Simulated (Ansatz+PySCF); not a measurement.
Results of a calculation; reference values are marked as such.
Input for Ansatz (development build ahead of 0.2.0):

```yaml
crystal:
  periodic: [false, false, false]
  atoms:
    - { symbol: "N", position_ang: [0.0, 0.0, -0.19627] }
    - { symbol: H, position_ang: [0.0, 0.0, 1.3739] }
    - { symbol: H, position_ang: [30.0, 0.0, -0.83697] }
    - { symbol: H, position_ang: [30.0, 0.0, 0.83697] }
basis:
  gaussian: { orbitals: "6-31G" }
magnetization:
  spin_polarized: true
  initial_magnetization: 2
hamiltonian:
  xc: hf
correlation:
  method: mp2
  frozen_orbitals: { H: 0, "N": 1 }
scf:
  omitted_lower_state_checks: [starts, atomic_configurations, cluster_reference, orbital_swaps, given_window_search, neighbouring_geometries, increment]
```

The input is written out in the form of the current development build from the run's settings.

Results

```yaml
Converged: yes
Reference_energy: -55.89955 hartree
Correlation_energy: -0.04226 hartree
Total_energy: -55.94181 hartree
Spin_squared_of_the_determinant: 3.307
Stability_test: minimum
```

Caution: large amplitudes, a single reference is doubtful; the unrestricted determinant is a mixture of spin states.
